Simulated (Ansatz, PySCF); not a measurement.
How the cohesive energy of zinc-blende AlN (metastable phase) moves with the method

No measured value is used here.

```json
[
 {"level (code)": "PBE (Ansatz)", "value (eV/atom)": "5.71", "cell (Å³/atom)": "10.67"},
 {"level (code)": "rVV10 (Ansatz)", "value (eV/atom)": "5.82", "cell (Å³/atom)": "10.73"},
 {"level (code)": "r²SCAN (Ansatz)", "value (eV/atom)": "5.80", "cell (Å³/atom)": "10.43"},
 {"level (code)": "HSE06 (Ansatz)", "value (eV/atom)": "5.65", "cell (Å³/atom)": "10.40"},
 {"level (code)": "Hartree–Fock (PySCF)", "value (eV/atom)": "3.93 ± 0.08", "cell (Å³/atom)": "10.21"},
 {"level (code)": "MP2 (PySCF)", "value (eV/atom)": "6.16 ± 0.1", "cell (Å³/atom)": "10.39"}
]
```

A ± on a computed value is a rough bar: the spread of its extrapolation, a floor set from checks against published values, or a statistical error. Each level is taken at its own relaxed cell. Cutoffs and k meshes differ between the levels. Ansatz's density-functional and Hartree–Fock values are scalar-relativistic unless marked +SOC, with PAW data made under PBE.

Ansatz is a first-principles code.
